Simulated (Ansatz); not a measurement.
Ansatz (a first-principles code) input (CCSD(T)/aug-cc-pVDZ):

Ansatz 0.2 input:
```yaml
crystal:
  periodic: [false, false, false]
  atoms:
    - {symbol: C, position_ang: [0.04224489, -0.56967492, 0.04211330]}
    - {symbol: O, position_ang: [-0.04486502, 0.78779394, -0.03501777]}
    - {symbol: H, position_ang: [1.07433732, -0.94369547, -0.01301193]}
    - {symbol: H, position_ang: [-0.49479825, -0.99234206, 0.90297455]}
    - {symbol: H, position_ang: [-0.47408828, -0.94826445, -0.86250030]}
basis:
  gaussian:
    orbitals: aug-cc-pVDZ
magnetization: {spin_polarized: true, initial_magnetization: 1}
correlation: {method: ccsd_t, electrons: outside_noble_gas}
output: {forces: true}
```

End of the output:

```
integrals: 0.08 GiB planned
708 factors; integrals over basis functions are off by at most 7.6e-4 eV
mean field: 0.14 GiB planned
mean field evaluation 1: about -3111.2823 eV, gradient 1.8e1 eV
mean field evaluation 2: about -3111.2829 eV, gradient 1.8e1 eV
mean field evaluation 4: about -3113.7798 eV, gradient 3.5e0 eV
mean field evaluation 8: about -3114.0343 eV, gradient 1.9e-1 eV
mean field evaluation 16: about -3113.9938 eV, gradient 1.4e0 eV
mean field evaluation 32: about -3114.0310 eV, gradient 5.8e-2 eV
mean field evaluation 64: about -3113.9024 eV, gradient 2.3e-3 eV
mean field evaluation 96: about -3113.9018 eV, gradient 2.0e-2 eV
mean field -3114.03477100 eV, -114.4386670656 hartree, gradient 2.3e-6 eV, S^2 0.760060; 4 other end points of the search recorded, 0 dependent functions left out
determinant -3114.03477100 eV, -114.4386670656 hartree, with singles and doubles -3123.18947218 eV, -114.7750961289 hartree
determinant -3113.90239810 eV, -114.4338024512 hartree, with singles and doubles -3123.03092667 eV, -114.7692696889 hartree
determinant -3114.03477100 eV, -114.4386670656 hartree, with singles and doubles -3123.19645750 eV, -114.7753528347 hartree
determinant -3113.90239810 eV, -114.4338024512 hartree, with singles and doubles -3123.03731585 eV, -114.7695044869 hartree
2 core orbitals not correlated
reference -3114.03477100 eV, -114.4386670656 hartree; 7, 6 occupied and 64, 65 virtual orbitals, 708 factors
densities: 0.48 GiB planned
second order -8.29036930 eV of doubles, -0.00000000 eV of singles
coupled cluster: 0.35 GiB planned
cycle   1  -9.16168638 eV  change    1.2e-7 eV  update   3.4e-6
cycle   2  -9.16168652 eV  change   -1.4e-7 eV  update   2.6e-6
cycle   3  -9.16168634 eV  change    1.8e-7 eV  update   1.8e-6
cycle   4  -9.16168608 eV  change    2.6e-7 eV  update   5.8e-7
cycle   5  -9.16168608 eV  change    1.9e-9 eV  update   2.6e-7
cycle   6  -9.16168616 eV  change   -8.6e-8 eV  update   9.3e-8
cycle   7  -9.16168618 eV  change   -2.0e-8 eV  update   4.3e-8
perturbative correction -0.24610265 eV, -0.0090441056 hartree
the calculation of the forces begins
Total energy: -3123.44255983 eV, -114.7843969285 hartree
Atom 0 at     0.042245    -0.569675     0.042113 Å, force     0.039562    -0.631248     0.034247 eV/Å
Atom 1 at    -0.044865     0.787794    -0.035018 Å, force    -0.057776     0.938478    -0.049133 eV/Å
Atom 2 at     1.074337    -0.943695    -0.013012 Å, force     0.357579    -0.100496     0.003800 eV/Å
Atom 3 at    -0.494798    -0.992342     0.902975 Å, force    -0.167483    -0.116774     0.310306 eV/Å
Atom 4 at    -0.474088    -0.948264    -0.862500 Å, force    -0.171882    -0.089961    -0.299221 eV/Å
Dipole moment:     0.007609    -0.410813    -0.008783 e Å
```

It need not be the lowest isomer of its formula.
